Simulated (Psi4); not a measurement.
# BNH5O− (SMILES N[BH2-]O): levels of theory compared

We compute a comparison of 6 runs (HF/def2-SVP, HF/6-311G(2df,2pd), r2SCAN/6-31G, SVWN5/6-31+G*, VSXC/6-311G(2df,2pd)) of BNH5O−. 

The results are computed with Psi4 1.11.

2 further runs of the same task are left out: 1 that didn't finish, 1 set aside as unsound or not needed.

### Step 1. The system as given

BNH5O−: 8 atoms, total charge -1, spin state singlet. As SMILES, `N[BH2-]O`. The coordinates come from a GFN2-xTB relaxation. This is one conformer, not always the lowest.

Bond lengths: N1–B2 1.548 Å, B2–O3 1.498 Å, N1–H4 1.016 Å, N1–H5 1.017 Å, B2–H6 1.242 Å, B2–H7 1.275 Å, O3–H8 0.956 Å. Angles: N1–B2–O3 107.9°, N1–B2–H6 109.4°, N1–B2–H7 111.4°, O3–B2–H6 111.4°, O3–B2–H7 109.2°, B2–N1–H4 107.4°, B2–N1–H5 108.8°, B2–O3–H8 105.7°, H6–B2–H7 107.5°, H4–N1–H5 105.7°.

### Step 2. A single-point energy at HF/def2-SVP (run 1)

job.in reads:

```
memory 1.6 GB

molecule {
  -1 1
  N     -2.11243035     0.87968641    -0.56865639
  B      0.61469011     0.23995742     0.27469059
  O      0.63122522    -2.42848704     1.22182132
  H     -2.75975603    -0.60639422    -1.59795241
  H     -2.05057961     2.36856383    -1.78361800
  H      1.28641216     1.74453847     1.94594548
  H      2.17231577     0.44274393    -1.55223994
  H      2.21812273    -2.64060880     2.06000935
  units bohr
  symmetry c1
}

set basis def2-SVP
set puream true
set e_convergence 1e-09
set d_convergence 1e-08
set scf_type pk

E, wfn = energy('scf', return_wfn=True)
oeprop(wfn, 'LOWDIN_CHARGES', 'DIPOLE', 'MAYER_INDICES')
```

On the command line:

```bash
$ psi4 job.in job.out -n 1
```

job.out:

```text
[...]
  Running in c1 symmetry.
[...]
  Nuclear repulsion =   71.010166409685311
[...]
  Multiplicity = 1
[...]
  Nalpha       = 13
  Nbeta        = 13
[...]
    Number of basis functions: 67
[...]
   @RHF iter   1:  -156.60938056792949   -8.59778e-01   9.44168e-03 DIIS/ADIIS
[...]
   @RHF iter  12:  -156.80904455179692   -2.41585e-12   2.88811e-09 DIIS
[...]
    Orbital Energies [Eh]
    ---------------------
    Doubly Occupied:
       1A    -20.283508     2A    -15.285671     3A     -7.348802
       4A     -1.049462     5A     -0.868218     6A     -0.464274
       7A     -0.413705     8A     -0.354368     9A     -0.313302
      10A     -0.286782    11A     -0.227205    12A     -0.195263
      13A     -0.118302
[...]
  @RHF Final Energy:  -156.80904455179692
   => Energetics <=
    Nuclear Repulsion Energy =             71.0101664096853114
    One-Electron Energy =                -361.2206956609724671
    Two-Electron Energy =                 133.4014846994902257
    Total Energy =                       -156.8090445517969158
[...]
 Multipole Moments:
 ------------------------------------------------------------------------------------
     Multipole            Electronic (a.u.)      Nuclear  (a.u.)        Total (a.u.)
 ------------------------------------------------------------------------------------
 L = 1.  Multiply by 2.5417464519 to convert [e a0] to [Debye]
 Dipole X            :         -0.8186653            0.6329608           -0.1857045
 Dipole Y            :         -1.9974912            1.4893718           -0.5081195
 Dipole Z            :          0.9514468           -1.1817567           -0.2303099
 Magnitude           :                                                    0.5879747
[...]
```

Wall time 1.4 s (1 thread of INTEL XEON PLATINUM 8581C at 2.30GHz (Emerald Rapids), shared host); peak memory 0.22 GiB.

### Step 3. The charge distribution at HF/6-311G(2df,2pd) (DKH2, density fitting) (run 2)

job.json reads:

```json
{
 "schema_name": "qcschema_input",
 "schema_version": 1,
 "molecule": {
  "schema_name": "qcschema_molecule",
  "schema_version": 2,
  "symbols": ["N", "B", "O", "H", "H", "H", "H", "H"],
  "geometry": [-2.11243035, 0.87968641, -0.56865639, 0.61469011, 0.23995742, 0.27469059, 0.63122522, -2.42848704, 1.22182132, -2.75975603, -0.60639422, -1.59795241, -2.05057961, 2.36856383, -1.783618, 1.28641216, 1.74453847, 1.94594548, 2.17231577, 0.44274393, -1.55223994, 2.21812273, -2.6406088, 2.06000935],
  "molecular_charge": -1,
  "molecular_multiplicity": 1,
  "fix_symmetry": "c1"
 },
 "driver": "energy",
 "model": {
  "method": "scf",
  "basis": "6-311G(2df,2pd)"
 },
 "keywords": {
  "reference": "rhf",
  "relativistic": "dkh",
  "dkh_order": 2,
  "scf_properties": ["DIPOLE", "MULLIKEN_CHARGES", "QUADRUPOLE"]
 }
}
```

On the command line:

```bash
$ psi4 --qcschema job.json -n 1 --memory 1600MB
```

stdout:

```text
[...]
  Running in c1 symmetry.
[...]
  Nuclear repulsion =   71.010166409685311
[...]
  Multiplicity = 1
[...]
  Nalpha       = 13
  Nbeta        = 13
[...]
    Number of basis functions: 160
[...]
   @DF-RHF iter   1:  -156.85321437140635   -8.97733e-01   4.22117e-03 ADIIS/DIIS
[...]
   @DF-RHF iter   8:  -157.06979880648859   -1.45337e-07   5.03931e-07 DIIS
[...]
    Orbital Energies [Eh]
    ---------------------
    Doubly Occupied:
       1A    -20.302112     2A    -15.291279     3A     -7.346045
       4A     -1.075980     5A     -0.887330     6A     -0.471494
       7A     -0.419854     8A     -0.361073     9A     -0.318905
      10A     -0.290930    11A     -0.233663    12A     -0.201057
      13A     -0.123347
[...]
  @DF-RHF Final Energy:  -157.06979880648859
   => Energetics <=
    Nuclear Repulsion Energy =             71.0101664096853114
    One-Electron Energy =                -361.5137616806954384
    Two-Electron Energy =                 133.4337964645215209
    Total Energy =                       -157.0697988064885919
[...]
 Multipole Moments:
 ------------------------------------------------------------------------------------
     Multipole            Electronic (a.u.)      Nuclear  (a.u.)        Total (a.u.)
 ------------------------------------------------------------------------------------
 L = 1.  Multiply by 2.5417464519 to convert [e a0] to [Debye]
 Dipole X            :         -0.8476514            0.6329608           -0.2146905
 Dipole Y            :         -2.0151830            1.4893718           -0.5258112
 Dipole Z            :          0.9955835           -1.1817567           -0.1861732
 Magnitude           :                                                    0.5976871
 L = 2.  Multiply by 1.3450342976 to convert [e a0^2] to [Debye ang]
 Quadrupole XX       :        -78.3959913           58.1000299          -20.2959614
 Quadrupole XY       :         32.0657838          -32.8262272           -0.7604434
[...]
  Mulliken Charges: (a.u.)
   Center  Symbol    Alpha    Beta     Spin     Total
       1     N     3.68143  3.68143  0.00000 -0.36287
       2     B     2.13256  2.13256  0.00000  0.73489
       3     O     4.30085  4.30085  0.00000 -0.60170
       4     H     0.50285  0.50285  0.00000 -0.00571
       5     H     0.50502  0.50502  0.00000 -0.01004
       6     H     0.70379  0.70379  0.00000 -0.40757
       7     H     0.73971  0.73971  0.00000 -0.47941
       8     H     0.43379  0.43379  0.00000  0.13242
   Total alpha = 13.00000, Total beta = 13.00000, Total charge = -1.00000
[...]
```

The result, in JSON:

```text
{
 "driver": "energy",
 "model": {
  "method": "scf",
  "basis": "6-311G(2df,2pd)"
 },
 "success": true,
 "return_result": -157.0697988064886,
 "properties": {
  "calcinfo_nbasis": 160,
  "calcinfo_nmo": 160,
  "calcinfo_nalpha": 13,
  "calcinfo_nbeta": 13,
  "calcinfo_natom": 8,
  "nuclear_repulsion_energy": 71.01016640968531,
  "return_energy": -157.0697988064886,
  "scf_one_electron_energy": -361.51376168069544,
  "scf_two_electron_energy": 133.43379646452152,
  "scf_dipole_moment": [-0.21469052079007755, -0.5258112063385232, -0.18617319325231751],
  "scf_total_energy": -157.0697988064886,
  "scf_iterations": 8
 }
}
```

It took 1.8 s on 1 thread of INTEL XEON PLATINUM 8581C at 2.30GHz (Emerald Rapids), shared host; peak memory 0.28 GiB.

Atomic charges (e):

```tsv
atom	Mulliken
N1	-0.363
B2	+0.735
O3	-0.602
H4	-0.006
H5	-0.010
H6	-0.408
H7	-0.479
H8	+0.132
```

Run 3 isn't shown in full; the table further down has it.

### Step 4. Energy and gradient at r2SCAN/6-31G (run 4)

input.dat reads:

```
memory 1.6 GB

molecule system {
  -1 1
  N
  B 1 r2
  O 2 r3 1 a3
  H 1 r4 2 a4 3 d4
  H 1 r5 4 a5 2 d5
  H 2 r6 3 a6 1 d6
  H 2 r7 6 a7 3 d7
  H 3 r8 2 a8 6 d8

  r2 = 1.548029
  r3 = 1.498415
  a3 = 107.93617
  r4 = 1.016091
  a4 = 107.43173
  d4 = -45.1346
  r5 = 1.01744
  a5 = 105.74947
  d5 = 116.02102
  r6 = 1.24194
  a6 = 111.36372
  d6 = 120.08118
  r7 = 1.274976
  a7 = 107.51594
  d7 = -119.61028
  r8 = 0.956304
  a8 = 105.7169
  d8 = -47.55194
  symmetry c1
  no_reorient
  no_com
}

set {
  puream               true
  e_convergence        1e-09
  d_convergence        1e-08
  scf_type             pk
  dft_radial_points    99
  dft_spherical_points 590
}

e, wfn = gradient('r2scan/6-31G', return_wfn=True)
```

On the command line:

```bash
$ psi4 -n 1 input.dat output.dat
```

output.dat:

```text
[...]
  Running in c1 symmetry.
[...]
  Nuclear repulsion =   71.010166462180322
[...]
  Multiplicity = 1
[...]
  Nalpha       = 13
  Nbeta        = 13
[...]
    Number of basis functions: 37
[...]
   @RKS iter   1:  -157.27307622650829   -1.59918e-01   2.67587e-02 DIIS/ADIIS
[...]
   @RKS iter  11:  -157.72490592062232   -3.97904e-13   2.29530e-09 DIIS
[...]
    Orbital Energies [Eh]
    ---------------------
    Doubly Occupied:
       1A    -18.696721     2A    -13.894750     3A     -6.367423
       4A     -0.702363     5A     -0.566443     6A     -0.242222
       7A     -0.206186     8A     -0.143627     9A     -0.100868
      10A     -0.072893    11A     -0.024955    12A      0.019674
      13A      0.064866
[...]
  @RKS Final Energy:  -157.72490592062232
   => Energetics <=
    Nuclear Repulsion Energy =             71.0101664621803224
    One-Electron Energy =                -361.4966096457513913
    Two-Electron Energy =                 154.4146852769595739
    DFT Exchange-Correlation Energy =     -21.6531480140108279
    Empirical Dispersion Energy =           0.0000000000000000
    VV10 Nonlocal Energy =                  0.0000000000000000
    Total Energy =                       -157.7249059206223194
[...]
 Multipole Moments:
 ------------------------------------------------------------------------------------
     Multipole            Electronic (a.u.)      Nuclear  (a.u.)        Total (a.u.)
 ------------------------------------------------------------------------------------
 L = 1.  Multiply by 2.5417464519 to convert [e a0] to [Debye]
 Dipole X            :         -0.3005988            0.7362252            0.4356264
 Dipole Y            :         -2.2445678            1.8621393           -0.3824285
 Dipole Z            :          0.0616430           -0.0763207           -0.0146777
 Magnitude           :                                                    0.5798598
[...]
  -Total Gradient:
     Atom            X                  Y                   Z
    ------   -----------------  -----------------  -----------------
       1        0.004277012720     0.001124078706    -0.001559998786
       2       -0.001815466623    -0.008682085333     0.002038987041
       3       -0.002592041901     0.010742373342     0.015783239796
       4       -0.005940619743     0.008966573701     0.004389989049
       5       -0.000152238323    -0.007940244640     0.004306740918
       6        0.004476854229    -0.004638881676    -0.003139000106
       7       -0.001696581253    -0.002803421037    -0.002201450402
       8        0.003382052403     0.003140034052    -0.019573437054
[...]
```

Wall time 14 s (1 thread of INTEL XEON PLATINUM 8581C at 2.30GHz (Emerald Rapids), shared host); peak memory 1.4 GiB.

Run 5 isn't shown in full; the table further down has it.

### Step 5. A single-point energy at VSXC/6-311G(2df,2pd) (density fitting) (run 6)

job.json, as its differences from that of step 3:

```diff
@@ -10,3 +10,4 @@
   "molecular_multiplicity": 1,
-  "fix_symmetry": "c1"
+  "fix_com": true,
+  "fix_orientation": true
  },
@@ -14,3 +15,3 @@
  "model": {
-  "method": "scf",
+  "method": "vsxc",
   "basis": "6-311G(2df,2pd)"
@@ -18,6 +19,3 @@
  "keywords": {
-  "reference": "rhf",
-  "relativistic": "dkh",
-  "dkh_order": 2,
-  "scf_properties": ["DIPOLE", "MULLIKEN_CHARGES", "QUADRUPOLE"]
+  "scf_type": "df"
  }
```

On the command line:

```bash
$ psi4 --qcschema job.json -n 1 --memory 1600MB
```

stdout:

```text
[...]
  Running in c1 symmetry.
[...]
  Nuclear repulsion =   71.010166409685326
[...]
  Multiplicity = 1
[...]
  Nalpha       = 13
  Nbeta        = 13
[...]
    Number of basis functions: 160
[...]
   @DF-RKS iter   1:  -157.40362840606525   -1.66822e-01   7.19868e-03 DIIS/ADIIS
[...]
   @DF-RKS iter   9:  -157.99860437332396   -1.73981e-07   7.54079e-07 DIIS
[...]
    Orbital Energies [Eh]
    ---------------------
    Doubly Occupied:
       1A    -18.585173     2A    -13.805826     3A     -6.328751
       4A     -0.679612     5A     -0.547367     6A     -0.234073
       7A     -0.202640     8A     -0.148153     9A     -0.106328
      10A     -0.077373    11A     -0.036871    12A      0.005409
      13A      0.050891
[...]
  @DF-RKS Final Energy:  -157.99860437332396
   => Energetics <=
    Nuclear Repulsion Energy =             71.0101664096853256
    One-Electron Energy =                -361.5783784822290272
    Two-Electron Energy =                 154.3780407024460430
    DFT Exchange-Correlation Energy =     -21.8084330032262912
    Empirical Dispersion Energy =           0.0000000000000000
    VV10 Nonlocal Energy =                  0.0000000000000000
    Total Energy =                       -157.9986043733239569
[...]
 Multipole Moments:
 ------------------------------------------------------------------------------------
     Multipole            Electronic (a.u.)      Nuclear  (a.u.)        Total (a.u.)
 ------------------------------------------------------------------------------------
 L = 1.  Multiply by 2.5417464519 to convert [e a0] to [Debye]
 Dipole X            :          5.7630856           -5.7972451           -0.0341596
 Dipole Y            :         10.6741132          -10.7614611           -0.0873479
 Dipole Z            :         -6.6634051            6.2395733           -0.4238318
 Magnitude           :                                                    0.4340852
[...]
```

The result, in JSON:

```text
{
 "driver": "energy",
 "model": {
  "method": "vsxc",
  "basis": "6-311G(2df,2pd)"
 },
 "success": true,
 "return_result": -157.99860437332396,
 "properties": {
  "calcinfo_nbasis": 160,
  "calcinfo_nmo": 160,
  "calcinfo_nalpha": 13,
  "calcinfo_nbeta": 13,
  "calcinfo_natom": 8,
  "nuclear_repulsion_energy": 71.01016640968533,
  "return_energy": -157.99860437332396,
  "scf_one_electron_energy": -361.578378482229,
  "scf_two_electron_energy": 154.37804070244604,
  "scf_xc_energy": -21.80843300322629,
  "scf_dipole_moment": [-0.03415955631810075, -0.08734794338238139, -0.42383179846846986],
  "scf_total_energy": -157.99860437332396,
  "scf_iterations": 9
 }
}
```

Wall time 14 s (1 thread of INTEL XEON PLATINUM 8581C at 2.30GHz (Emerald Rapids), shared host); peak memory 1.1 GiB.

### Step 6. Overview of the runs

```tsv
run	level	task	integrals	energy (Eh)	HOMO energy (eV)	LUMO energy (eV)	HOMO–LUMO gap (eV)	wall time
1	HF/def2-SVP	energy	pk	-156.809045	-3.22	10.57	13.78	1.4 s
2	HF/6-311G(2df,2pd) (DKH2, density fitting)	properties	df	-157.069799	-3.36	9.11	12.46	1.8 s
3	HF/6-311G(2df,2pd) (density fitting)	properties	df	-156.987130	-3.36	9.11	12.47	1.6 s
4	r2SCAN/6-31G	gradient	pk	-157.724906	1.77	7.90	6.13	14 s
5	SVWN5/6-31+G* (spherical functions)	gradient	pk	-156.584810	1.02	3.74	2.73	6.9 s
6	VSXC/6-311G(2df,2pd) (density fitting)	energy	df	-157.998604	1.38	5.99	4.61	14 s
```

### Step 7. What came out

| quantity | value |
| --- | --- |
| run 6: total energy | -157.99860 Eh |
| run 6: HOMO energy | 1.38 eV |
| run 6: LUMO energy | 5.99 eV |
| run 6: HOMO–LUMO gap (to an unbound level, set by the basis) | 4.61 eV |

The HOMO–LUMO gap runs from 2.73 eV (SVWN5/6-31+G*) to 13.78 eV (HF/def2-SVP). The two ends differ in method and basis. The empty levels of an anion lie above zero and hang on the basis. Totals of different functionals can't be ranked against each other. In runs 4, 5, 6 the HOMO lies above zero, so the outermost electron may be held by the basis alone. All runs together took 40 s, the longest 14 s.
